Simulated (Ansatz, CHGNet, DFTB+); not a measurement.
hcp Os: properties by level of theory

Reference values: lattice constant a 2.734 Å (measured, 293 K, no zero-point or thermal correction, our sources range from 2.734 to 2.740; as tabulated in Wikipedia's data pages); lattice parameter c 4.320 Å (measured, 293 K, no zero-point or thermal correction; as tabulated in Wikipedia's data pages).

```json
[
 {"level (code)": "GFN2-xTB as cut by DFTB+", "equilibrium lattice constant a (Å)": "2.800", "lattice parameter c (Å)": "7.657"},
 {"level (code)": "CHGNet 0.3.0", "equilibrium lattice constant a (Å)": "…", "lattice parameter c (Å)": "…"},
 {"level (code)": "revPBE (Ansatz)", "equilibrium lattice constant a (Å)": "2.761", "lattice parameter c (Å)": "…"},
 {"level (code)": "PBE-D3(BJ) (Ansatz)", "equilibrium lattice constant a (Å)": "2.737", "lattice parameter c (Å)": "4.322"},
 {"level (code)": "rVV10 (Ansatz)", "equilibrium lattice constant a (Å)": "…", "lattice parameter c (Å)": "4.384"}
]
```

### Question
Fill in the missing entries.

### Answer

- CHGNet 0.3.0, equilibrium lattice constant a (Å): 2.772
- CHGNet 0.3.0, lattice parameter c (Å): 4.314
- revPBE (Ansatz, an electronic-structure program), lattice parameter c (Å): 4.356
- rVV10 (Ansatz), equilibrium lattice constant a (Å): 2.777

Differences from the reference values (errors of the level alone only where the reference is corrected to a static lattice):

```csv
level,lattice constant a (%),lattice parameter c (%)
GFN2-xTB as cut by DFTB+,+2.41,+77
CHGNet 0.3.0,+1.39,-0.14
revPBE,+0.99,+0.83
PBE-D3(BJ),+0.11,+0.05
rVV10,+1.57,+1.48
```

Nearest: lattice constant a, not ranked (reference at room or unstated temperature); lattice parameter c, not ranked (reference at room or unstated temperature). Values with a doubt, or to which a potential was fitted, aren't ranked.

Machine-learned potentials (CHGNet 0.3.0) are trained on DFT data: a solid inside that data is no test of them.

Caveats: codes differ in how they cut the long-range tail of xTB's charge interaction in a crystal, so the value belongs to this code (GFN2-xTB as cut by DFTB+); the cell has another shape than the first-principles one, perhaps another minimum in the same group (GFN2-xTB as cut by DFTB+); the cell moved over 20 % in volume from its start (GFN2-xTB as cut by DFTB+); the method was fitted mainly to molecules (GFN2-xTB as cut by DFTB+). Ansatz's density-functional and Hartree–Fock values are scalar-relativistic unless marked +SOC, with PAW data made under PBE.

Differences are worked out from the printed values.

Computed values are for the static lattice.
